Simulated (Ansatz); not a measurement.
# CHSi (doublet): the correlation ladder at distance Si1–C2 = 5.842 Å, cc-pVDZ

An exercise on one series of results from a longer session: the logs are not shown, and one member is left open.

The runs use Ansatz 0.2.0, Gaussian basis; cc-pVDZ, core rule «outside noble gas», up to 6 orbitals frozen.

To be run: UHF; CCSD(T) on UHF; BCCD(T) on ROHF; CISD; CCSDT(Q) on UHF; CASSCF and MRCISD+Q, 3 electrons in 3 orbitals; CASSCF and NEVPT2, 3 electrons in 3 orbitals; CASSCF and MRCISD+Q, 9 electrons in 9 orbitals; CASSCF and NEVPT2, 9 electrons in 9 orbitals.

26 further runs of the same task are left out: 6 for a known fault of the program, 3 for a mislabelled method, 12 that didn't finish, 5 set aside as unsound or not needed.

**What is computed**

The geometry derives from a PBE0/def2-TZVP stationary point (not a proven minimum). One bond is set to the value named and the two fragments are kept rigid.

3 atoms, charge 0, spin multiplicity 2.

Atoms are counted from 1 here; the program's logs count them from 0.

Bond lengths: C2–H3 1.079 Å.

Coordinates:

```xyz
3

Si    0.00000    0.00000    4.25447
C     0.00000    0.00000   -1.58753
H     0.00000    0.00000   -2.66695
```

The first run:

The input, in.yaml:

```yaml
crystal:
  periodic: [false, false, false]
  atoms:
    - {symbol: Si, position_ang: [0.000000, 0.000000, 4.254474]}
    - {symbol: C, position_ang: [0.000000, 0.000000, -1.587526]}
    - {symbol: H, position_ang: [0.000000, 0.000000, -2.666949]}
basis:
  gaussian: {orbitals: cc-pVDZ}
magnetization: {spin_polarized: true, initial_magnetization: 1}
hamiltonian: {xc: hf}
output: {orbitals: {seedname: orbitals}}
```

The run is started by

```sh
$ ansatz run in.yaml --threads 1 --pin off --events-out ev --progress --plain --max-ram 2393MiB
```

Steps of the session up to this table: UHF; CCSD(T) on UHF; BCCD(T) on ROHF; CISD; CCSDT(Q) on UHF; CASSCF and MRCISD+Q, 3 electrons in 3 orbitals; CASSCF and NEVPT2, 3 electrons in 3 orbitals; CASSCF and MRCISD+Q, 9 electrons in 9 orbitals; CASSCF and NEVPT2, 9 electrons in 9 orbitals.

One table of the session follows, with a row left open; its other results are not shown here.

It belongs to the step «Misses and costs». 

```
          method  from UCCSDT(Q) (kJ/mol)
            UMP2                        ?
           UCCSD                     +9.9
        UCCSD(T)                     +2.6
         BCCD(T)                     +2.7
          UCCSDT                     +0.3
       UCCSDT(Q)                        0
     CASSCF pair                   +471.1
     NEVPT2 pair                   +122.2
     MRCISD pair                    +43.0
   MRCISD+Q pair                     -4.5
  CASSCF valence                   +330.3
  NEVPT2 valence                    +91.9
  MRCISD valence                    +22.9
MRCISD+Q valence                     +0.2
```

Q: Estimate the row for UMP2 from the others.

**Answer.** from UCCSDT(Q) (kJ/mol): +126.8. In the column «from UCCSDT(Q) (kJ/mol)» it lies between NEVPT2 pair (+122.2) and CASSCF valence (+330.3).

Not comparable, so not listed: CISD (they don't share determinant, frozen orbitals or solution with the rows shown, or repeat one).

Caveats from the session: The determinant is far from a pure spin state, so its energy mixes those of several spin states (harmless only where they are near-degenerate, as at dissociation). The report flags that the cluster equations may have other roots. Left out of the table: UHF (another determinant or state than the rows shown). The program flags BCCD(T) as in doubt, so those rows may rest on another solution; read them beside their warnings. Warnings: spin contamination; coupled cluster took another determinant than the lowest.
